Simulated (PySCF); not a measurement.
A GIAO shielding run with PySCF (density fitting, non-relativistic, gas phase) on `InChI=1S/C5H7Cl/c1-3-4-5(2)6/h3-4H,2H2,1H3/b4-3-`:

```
{"job": {"kind": "nmr", "xc": "BHandHLYP", "basis": "pcSseg-1", "pop": false}, "charge": 0, "multiplicity": 1}
C      2.775424    -0.209600     0.236653
C      1.470252    -0.494126     0.362383
Cl     1.011564    -1.812270     1.410482
C      0.424628     0.243770    -0.335342
C     -0.915174     0.118427    -0.329813
C     -1.796867    -0.840470     0.409720
H      3.088214     0.609856    -0.413559
H      3.538917    -0.777127     0.769072
H      0.839402     1.035341    -0.967989
H     -1.437313     0.836730    -0.971132
H     -2.853307    -0.638505     0.187420
H     -1.584884    -1.885625     0.137586
H     -1.656945    -0.771529     1.498894
```

Hardware: 1 thread of an x86-64 server CPU, shared host.

Q: How large is the calculation?

A: 54 electrons, 144 basis functions and 766 auxiliary functions.

Q: How long does it take?

A: 11 s of wall time, with 12 SCF cycles and 6 response iterations. Times on a shared host scatter by some tens of per cent.

Q: And these other runs on the same molecule and hardware: GIAO shielding at BLYP/pcSseg-1; GIAO shielding at BP86/pcSseg-1; GIAO shielding at HF/pcSseg-1; GIAO shielding at LDA/pcSseg-1; GIAO shielding at OPBE/pcSseg-1; GIAO shielding at PBE/pcSseg-1?

A: BLYP/pcSseg-1: 144 functions, 23 s; BP86/pcSseg-1: 144 functions, 24 s; HF/pcSseg-1: 144 functions, 7 s; LDA/pcSseg-1: 144 functions, 21 s; OPBE/pcSseg-1: 144 functions, 26 s; PBE/pcSseg-1: 144 functions, 24 s.
